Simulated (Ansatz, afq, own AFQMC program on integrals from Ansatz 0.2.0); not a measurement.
## CH₂⁺, doublet in cc-pVDZ, levels against full CI

```xyz
3

C     0.0000    0.0000    0.0835
H     0.0000    0.0000   -1.2605
H     0.0000    0.0000    1.1770
```

Basis cc-pVDZ. Noble-gas cores (and the filled d shells of Ga–Kr and In–Xe) are frozen. Ansatz 0.2.0 and our own AFQMC program on the same integrals; the CISD trial comes from CCSD amplitudes, and released means the phaseless constraint is let go. Free projection: walkers drawn from exp(T), propagated without any constraint. Its projection time is finite, and what remains of the start isn't in its error. Error bars are statistical, one sigma.

Determinant: UHF, the one that the program's search chose, which needn't be the lowest solution. The geometry is a point of a scan.

Full CI on the same integrals is exact in this basis and with this determinant's frozen core.

- T1 diagnostic: 0.0132
- weight of the determinant in the CISD state: 0.947
- ⟨S²⟩ of the determinant: 0.771
- size of the correlated space: 5 electrons in 23 orbitals

Reference: full CI, correlation energy -2.832 eV. The released energy is read at 2.40 1/Eh (meV from the phaseless value at times in 1/Eh: -1.6 ± 0.8 at 0.24, -1.4 ± 0.6 at 0.51, -2.3 ± 0.7 at 0.99, -2.9 ± 0.5 at 1.62, -1.7 ± 0.7 at 2.40).

```
         level  E − E(reference) (kcal/mol)  share of correlation (%)
            HF                        65.31                      0.00
           MP2                        16.03                     75.45
          CCSD                         1.30                     98.01
       CCSD(T)                         0.33                     99.50
         CCSDT                         0.04                     99.94
      CCSDT(Q)                         0.01                     99.99
        CCSDTQ                         0.00                    100.00
   ph-AFQMC/HF                 -0.18 ± 0.35                    100.27
 ph-AFQMC/CISD                  0.05 ± 0.02                     99.92
released AFQMC                  0.02 ± 0.02                     99.98
    free AFQMC                  0.00 ± 0.02                    100.00
```

CCSDT and higher add their correlation energy to the determinant of the CCSD(T) run, since their own runs factorise the integrals more tightly (a shift of under 2 meV). Free projections are given only where their last times agree within the noise and don't stop above the reference; a slow remainder of the start can still hide under it. A walk keeps the symmetry of its determinant, which the program's search chose and which needn't be the lowest solution, so a lower state of the same spin and another symmetry isn't excluded. Released energies are given only where the last usable release times agree within the noise; a slower fall can still hide under it.
